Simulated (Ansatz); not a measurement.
Geometry optimisation, RKS PBE-D4/6-31G* in Ansatz 0.2.0.

input.yaml

```yaml
crystal:
  periodic: [false, false, false]
  atoms:
    - { symbol: B, position_ang: [0.0, 0.0, 0.0] }
    - { symbol: C, position_ang: [0.0, 0.0, 1.95] }
    - { symbol: H, position_ang: [-0.9996, -0.3092, 2.3205] }
    - { symbol: H, position_ang: [0.7676, -0.7111, 2.3205] }
    - { symbol: H, position_ang: [0.232, 1.0203, 2.3205] }
    - { symbol: H, position_ang: [1.0305, 0.0, -0.595] }
    - { symbol: H, position_ang: [-1.0305, 0.0, -0.595] }
    - { symbol: S, position_ang: [-0.2805, -2.0593, 0.6906] }
    - { symbol: H, position_ang: [-0.8397, -2.8254, -0.3392] }
    - { symbol: H, position_ang: [-0.1575, -1.1562, 1.7686] }
basis:
  gaussian: { orbitals: "6-31G*" }
hamiltonian:
  xc: pbe
  dispersion: d4
relax:
  f_tol: 0.15
  max_steps: 25
  restrain:
    - { distance: [0, 7], at: 1.89, k: 30.0 }
    - { distance: [9, 1], at: 1.11, k: 30.0 }
    - { distance: [0, 1], at: 2.8, k: 30.0 }
    - { distance: [9, 7], at: 2.6, k: 30.0 }
```

Launched with:

```bash
$ ansatz run input.yaml --threads 1 --pin off --max-ram 2048MiB --backend cpu --events-out ev --progress --plain --runs-dir out
```

**Question.** Where does it end, and by what steps?

**Answer.** The run converged. The restraints hold the end off the free minimum; the threshold counts their pulls, which the force column leaves out. Restrained pairs: B1–S8 (2.19 → 1.85 Å), C2–H10 (1.18 → 1.11 Å), B1–C2 (1.95 → 2.81 Å), S8–H10 (1.41 → 2.61 Å). After 11 steps the energy has fallen by 5.265 eV (the restraints' own energy left out); S8 moved furthest, 1.25 Å.

```json
{"step": "0", "energy less start (eV)": "0.0000", "largest force component (eV/Å)": "5.144", "accepted": "yes"}
{"step": "1", "energy less start (eV)": "-0.0973", "largest force component (eV/Å)": "2.808", "accepted": "yes"}
{"step": "2", "energy less start (eV)": "0.6004", "largest force component (eV/Å)": "3.162", "accepted": "yes"}
{"step": "3", "energy less start (eV)": "0.4968", "largest force component (eV/Å)": "2.535", "accepted": "yes"}
{"step": "4", "energy less start (eV)": "0.0135", "largest force component (eV/Å)": "3.348", "accepted": "yes"}
{"step": "5", "energy less start (eV)": "-1.5182", "largest force component (eV/Å)": "4.375", "accepted": "yes"}
{"step": "6", "energy less start (eV)": "-3.2283", "largest force component (eV/Å)": "3.056", "accepted": "yes"}
{"step": "7", "energy less start (eV)": "-4.4930", "largest force component (eV/Å)": "2.131", "accepted": "yes"}
{"step": "8", "energy less start (eV)": "-5.1591", "largest force component (eV/Å)": "1.173", "accepted": "yes"}
{"step": "9", "energy less start (eV)": "-5.2476", "largest force component (eV/Å)": "1.314", "accepted": "yes"}
{"step": "10", "energy less start (eV)": "-5.2473", "largest force component (eV/Å)": "0.912", "accepted": "no"}
{"step": "11", "energy less start (eV)": "-5.2649", "largest force component (eV/Å)": "1.078", "accepted": "yes"}
```

```xyz
10
Properties=species:S:1:pos:R:3
B 0.020 -0.566 -0.372
C -0.054 -0.065 2.389
H -0.965 -0.017 3.004
H 0.824 -0.260 3.023
H 0.083 0.891 1.862
H 1.073 0.011 -0.362
H -1.048 -0.024 -0.456
S 0.135 -2.416 -0.437
H -1.198 -2.692 -0.480
H -0.149 -0.903 1.670
```

Time of the run: 26 s on 1 thread of Arm Neoverse V1 (shared host), peak memory 0.13 GiB.
